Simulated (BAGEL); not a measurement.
# HF/cc-pVDZ (density fitting with qzvpp-jkfit) run of C3H5F (SMILES C/C=C/F)

What is the vertical singlet–triplet gap of C3H5F at HF/cc-pVDZ (density fitting with qzvpp-jkfit)? 

Program for the calculation: BAGEL 1.2.2.

1 further run of the same task is left out (set aside as unsound or not needed). Runs told in other sessions of the task aren't counted.

## (1) Starting point

C3H5F: 9 atoms, total charge 0, spin state singlet. SMILES: `C/C=C/F`. Geometry: relaxed at PBE0-D4/def2-TZVP.

Bond lengths: C1–C2 1.489 Å, C2–C3 1.319 Å, C3–F4 1.340 Å, C1–H5 1.094 Å, C1–H6 1.092 Å, C1–H7 1.094 Å, C2–H8 1.086 Å, C3–H9 1.085 Å. Some angles: C1–C2–C3 123.2°, C2–C3–F4 122.2°, C1–C2–H8 118.7°, C3–C2–H8 118.1°, C2–C1–H5 111.1°, C2–C1–H6 111.5°, C2–C1–H7 111.1°, C2–C3–H9 125.6°, F4–C3–H9 112.2°, H5–C1–H6 108.0°.

## (2) The energy at HF/cc-pVDZ (density fitting with qzvpp-jkfit)

Input file hf.json:

```json
{ "bagel": [

{
  "title": "molecule",
  "basis": "cc-pvdz.json",
  "df_basis": "qzvpp-jkfit",
  "angstrom": true,
  "geometry": [
    { "atom": "C", "xyz": [      -0.482600,       1.041700,      -0.078600 ] },
    { "atom": "C", "xyz": [       0.190700,      -0.232400,      -0.454700 ] },
    { "atom": "C", "xyz": [       0.503900,      -1.168300,       0.420300 ] },
    { "atom": "F", "xyz": [       1.110100,      -2.308100,       0.061300 ] },
    { "atom": "H", "xyz": [      -1.439100,       1.150700,      -0.598200 ] },
    { "atom": "H", "xyz": [      -0.675100,       1.090900,       0.995000 ] },
    { "atom": "H", "xyz": [       0.129000,       1.906700,      -0.351600 ] },
    { "atom": "H", "xyz": [       0.437900,      -0.404300,      -1.498400 ] },
    { "atom": "H", "xyz": [       0.313700,      -1.123300,       1.487600 ] }
  ]
},

{ "title": "hf" },

{ "title": "print", "file": "orbitals.molden", "orbitals": true }

]}
```

The basis set cc-pVDZ is read from a file made from the Basis Set Exchange's data (not shown).

Command:

```sh
$ BAGEL_NUM_THREADS=1 BAGEL hf.json > hf.out
```

Standard output:

```text
* using 1 threads per process

  ===============================================================
  ===============================================================

  *** Geometry ***

  { "atom" : "C", "xyz" : [     -0.911982,      1.968528,     -0.148532 ] },
  { "atom" : "C", "xyz" : [      0.360371,     -0.439172,     -0.859258 ] },
  { "atom" : "C", "xyz" : [      0.952233,     -2.207767,      0.794252 ] },
  { "atom" : "F", "xyz" : [      2.097785,     -4.361677,      0.115840 ] },
  { "atom" : "H", "xyz" : [     -2.719505,      2.174508,     -1.130434 ] },
  { "atom" : "H", "xyz" : [     -1.275754,      2.061502,      1.880277 ] },
  { "atom" : "H", "xyz" : [      0.243775,      3.603141,     -0.664428 ] },
  { "atom" : "H", "xyz" : [      0.827511,     -0.764016,     -2.831566 ] },
  { "atom" : "H", "xyz" : [      0.592807,     -2.122729,      2.811157 ] },

  Number of auxiliary basis functions:      392

  Since a DF basis is specified, we compute 2- and 3-index integrals:
    o Being stored without compression. Storage requirement is 0.021 GB

  Number of basis functions:       81
  Number of electrons      :       32

    * METHOD: MOLECULE                             0.13

  *** RHF ***

  === Nuclear Repulsion ===
   113.8225906714

      * DIIS with orbital gradients will be used.

  === RHF iteration (cc-pvdz.json) ===
      0       -215.79005770          0.01460750           0.03
      1       -215.90810711          0.00717534           0.03
      2       -215.93440690          0.00172621           0.03
      3       -215.93636490          0.00046569           0.03
      4       -215.93647764          0.00008724           0.03
      5       -215.93648518          0.00002699           0.03
      6       -215.93648619          0.00001594           0.03
      7       -215.93648639          0.00000394           0.03
      8       -215.93648641          0.00000103           0.03
      9       -215.93648641          0.00000044           0.03
     10       -215.93648641          0.00000011           0.03
     11       -215.93648641          0.00000004           0.03
     12       -215.93648641          0.00000001           0.03
     13       -215.93648641          0.00000000           0.03
    * SCF iteration converged.

    * Permanent dipole moment:
           (    0.340175,    -0.651949,    -0.163261) a.u.

    * METHOD: HF                                   0.48

    * METHOD: PRINT                                0.01

  ===============================================================
```

Wall time 0.78 s (1 thread of Arm Neoverse V2, shared host).

## (3) The triplet, same level

Input file input.json:

```json
{ "bagel": [

{
  "title": "molecule",
  "basis": "cc-pvdz.json",
  "df_basis": "qzvpp-jkfit",
  "angstrom": true,
  "geometry": [
    { "atom": "C", "xyz": [   -0.482600,    1.041700,   -0.078600 ] },
    { "atom": "C", "xyz": [    0.190700,   -0.232400,   -0.454700 ] },
    { "atom": "C", "xyz": [    0.503900,   -1.168300,    0.420300 ] },
    { "atom": "F", "xyz": [    1.110100,   -2.308100,    0.061300 ] },
    { "atom": "H", "xyz": [   -1.439100,    1.150700,   -0.598200 ] },
    { "atom": "H", "xyz": [   -0.675100,    1.090900,    0.995000 ] },
    { "atom": "H", "xyz": [    0.129000,    1.906700,   -0.351600 ] },
    { "atom": "H", "xyz": [    0.437900,   -0.404300,   -1.498400 ] },
    { "atom": "H", "xyz": [    0.313700,   -1.123300,    1.487600 ] }
  ]
},
{
  "title": "uhf",
  "nopen": 2
},
{
  "title": "print",
  "file": "orbitals.molden",
  "orbitals": true
}

]}
```

The basis set cc-pVDZ is read from a file made from the Basis Set Exchange's data (not shown).

Command:

```sh
$ BAGEL_NUM_THREADS=1 BAGEL input.json > input.out
```

Standard output:

```text
* using 1 threads per process

  ===============================================================
  ===============================================================

  *** Geometry ***

  { "atom" : "C", "xyz" : [     -0.911982,      1.968528,     -0.148532 ] },
  { "atom" : "C", "xyz" : [      0.360371,     -0.439172,     -0.859258 ] },
  { "atom" : "C", "xyz" : [      0.952233,     -2.207767,      0.794252 ] },
  { "atom" : "F", "xyz" : [      2.097785,     -4.361677,      0.115840 ] },
  { "atom" : "H", "xyz" : [     -2.719505,      2.174508,     -1.130434 ] },
  { "atom" : "H", "xyz" : [     -1.275754,      2.061502,      1.880277 ] },
  { "atom" : "H", "xyz" : [      0.243775,      3.603141,     -0.664428 ] },
  { "atom" : "H", "xyz" : [      0.827511,     -0.764016,     -2.831566 ] },
  { "atom" : "H", "xyz" : [      0.592807,     -2.122729,      2.811157 ] },

  Number of auxiliary basis functions:      392

  Since a DF basis is specified, we compute 2- and 3-index integrals:
    o Being stored without compression. Storage requirement is 0.021 GB

  Number of basis functions:       81
  Number of electrons      :       32

    * METHOD: MOLECULE                             0.13

  *** Open-shell HF ***

  === Nuclear Repulsion ===
   113.8225906714

      * DIIS with orbital gradients will be used.

  === UHF iteration (cc-pvdz.json) ===
      0       -215.64126318          0.02684623           0.06
      1       -215.77004801          0.01257053           0.06
      2       -215.79180841          0.00608477           0.06
      3       -215.79921140          0.00167410           0.06
      4       -215.80013524          0.00050073           0.06
      5       -215.80026905          0.00013854           0.06
      6       -215.80031097          0.00003077           0.06
      7       -215.80031712          0.00001400           0.06
      8       -215.80031871          0.00000738           0.06
      9       -215.80031940          0.00000152           0.06
     10       -215.80031944          0.00000050           0.06
     11       -215.80031944          0.00000026           0.06
     12       -215.80031945          0.00000009           0.06
     13       -215.80031945          0.00000006           0.06
     14       -215.80031945          0.00000003           0.06
     15       -215.80031945          0.00000001           0.06
     16       -215.80031945          0.00000000           0.06
    * SCF iteration converged.

    * S^2 (UHF) is 2.0223

    * Permanent dipole moment:
           (    0.344082,    -0.683811,    -0.091108) a.u.

    * METHOD: UHF                                  1.07

    * METHOD: PRINT                                0.01

  ===============================================================
```

Wall time 1.4 s (1 thread of Arm Neoverse V2, shared host).

## (4) Outcome

At HF/cc-pVDZ (density fitting with qzvpp-jkfit):

```
                                        quantity          value
                           singlet: total energy  -215.93649 Eh
                          singlet: dipole moment         1.91 D
                            singlet: HOMO energy       -9.85 eV
                            singlet: LUMO energy        5.01 eV
                          singlet: HOMO–LUMO gap       14.86 eV
                           triplet: total energy  -215.80032 Eh
                          triplet: dipole moment         1.96 D
                                   triplet: ⟨S²⟩          2.022
vertical energy of the triplet above the singlet       3.705 eV
```

At this shape the triplet lies 3.71 eV (358 kJ/mol) above the singlet.
